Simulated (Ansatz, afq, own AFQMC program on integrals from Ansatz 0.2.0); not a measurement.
**Atomization energy of N2H3, doublet**

```yaml
atoms:
  - { symbol: N, position_ang: [-0.0603, -0.0531, 0.6220] }
  - { symbol: N, position_ang: [0.0341, 0.1229, -0.7009] }
  - { symbol: H, position_ang: [0.2133, -0.9277, 1.0504] }
  - { symbol: H, position_ang: [0.1666, 0.7675, 1.1607] }
  - { symbol: H, position_ang: [-0.0163, -0.8095, -1.1147] }
```

Connectivity, by distances: NH2–NH.

Atoms in their ground-state spins without spin–orbit coupling (mostly on UHF) minus the molecule (UHF), without zero-point energy. The geometry is a stationary point, not shown to be a minimum.

Basis cc-pVDZ. Noble-gas cores (and the filled d shells of Ga–Kr and In–Xe) are frozen. AFQMC by an in-house program on the Cholesky factors that Ansatz 0.2.0 writes for its CCSD(T) run. The CISD trial takes its coefficients from CCSD amplitudes. Released means that phaseless walkers are propagated on without the constraint, phases kept. Free projection: walkers drawn from exp(T), propagated without any constraint. Its projection time is finite, and what remains of the start isn't in its error. Error bars are statistical, one sigma. The errors of all members are added in quadrature.

No full CI on the walks' own integrals is used here. The released AFQMC energy serves as the reference, which it does only where one determinant dominates, the energy is flat over the last release times and near the phaseless one (40 meV or 2 meV an electron, half that with transition metals). On small molecules, where full CI could be run and the noise was under 10 meV, such values lay within 10 meV of it in 19 cases of 20, a flattering rate, since the rule was set on those same cases; what remains of the bias isn't in the error bar. Each member takes its own surest rung, up to full CI.

The best estimate is CCSD(T) at the basis-set limit (CBS: def2-TZVPP and def2-QZVPP, with their diffuse functions for anions and beside diffuse sets, MP2 extrapolated, CCSD(T) minus MP2 from TZVPP) plus the step from CCSD(T) to AFQMC with the constraint released in cc-pVDZ. Rows without CBS are in cc-pVDZ, the functionals in def2-TZVP; B2PLYP and the wave-function rows carry a basis error of their own. Core correlation and relativity beyond core potentials are missing, and ± holds the sampling alone.

Cautions: N₂H₃ (doublet): the released value is read at 2.40 1/Eh with a noise of 26 meV, more than in the cases checked (meV from the phaseless value at times in 1/Eh: -8 ± 15 at 0.24, -2 ± 15 at 0.51, -40 ± 15 at 0.99, -19 ± 17 at 1.62, -14 ± 26 at 2.40); other spins of the molecule weren't checked.

Best estimate: 1458.8 ± 2.5 kJ/mol.

```csv
level,atomization energy (kJ/mol),error against the best estimate (kJ/mol)
HF,801.8,-657.0 ± 2.5
MP2,1262.6,-196.2 ± 2.5
CCSD,1247.0,-211.8 ± 2.5
CCSD(T),1266.0,-192.8 ± 2.5
ph-AFQMC/CISD,1266.1 ± 1.3,-192.7 ± 2.8
released AFQMC,1267.3 ± 2.5,-191.5
free AFQMC,1269.5 ± 2.3,-189.3 ± 3.4
HF/CBS,849.8,-609.1 ± 2.5
MP2/CBS,1456.8,-2.1 ± 2.5
CCSD(T)/CBS,1457.5,-1.4 ± 2.5
PBE,1533.9,75.1 ± 2.5
r2SCAN,1452.3,-6.5 ± 2.5
PBE0,1468.2,9.4 ± 2.5
B3LYP,1487.7,28.9 ± 2.5
wB97M-V,1472.5,13.7 ± 2.5
B2PLYP,1444.6,-14.3 ± 2.5
```

Correlation beyond CCSD(T) changes it by less than twice the noise. Going to the basis-set limit adds 191.5 kJ/mol at CCSD(T). The perturbative (T) step is worth +19.0 kJ/mol. The functionals spread over 89.4 kJ/mol; r2SCAN and PBE0 come nearest and PBE is 75.1 kJ/mol too high.

Best estimates are given only where the step beyond CCSD(T) is under 0.3 eV and no member's determinant is very poor (T1 over 0.05, or 0.07 for open shells, ⟨S²⟩ too high by 0.3, two states mixed), so the hardest cases are missing from such tables.

The functionals ran in a triple-zeta set and keep a basis error of their own, a few kJ/mol for each bond in atomization energies and more for double hybrids, so close places among them and the extrapolated levels can swap.

Free projections are given only where their last times agree within the noise and don't stop above the reference; a slow remainder of the start can still hide under it. Each member of a difference takes its own highest rung, so a best estimate needn't equal the limit plus the step of one row. Released energies are given only where the last usable release times agree within the noise; a slower fall can still hide under it.
